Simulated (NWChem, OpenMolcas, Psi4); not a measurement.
**C2HClF2 (SMILES FC(F)=CCl): the dipole moment, rung by rung**

C2HClF2: 6 atoms, total charge 0, spin state singlet. SMILES: `FC(F)=CCl`. The shape is that of a PBE0-D4/def2-TZVP optimisation.

Each level gives the dipole moment (D). The values are calculated.

```csv
level,kind,program,value (D)
SVWN5/6-31G* (spherical functions),LDA,Psi4,1.00
PBE/6-31G* (spherical functions),GGA,OpenMolcas,1.00
revPBE/6-31G* (spherical functions),GGA,OpenMolcas,1.01
M06-L/6-31G* (spherical functions),meta-GGA,Psi4,1.04
M06-2X/6-31G* (spherical functions),hybrid meta-GGA,Psi4,1.06
B3LYP/6-31G* (Cartesian functions),global hybrid,NWChem,1.03
CAM-B3LYP/6-31G* (spherical functions),range-separated hybrid,Psi4,1.07
wB97M-V/6-31G* (spherical functions),range-separated hybrid,Psi4,1.05
```

The values span 1.00 to 1.07 D. Magnitudes only.
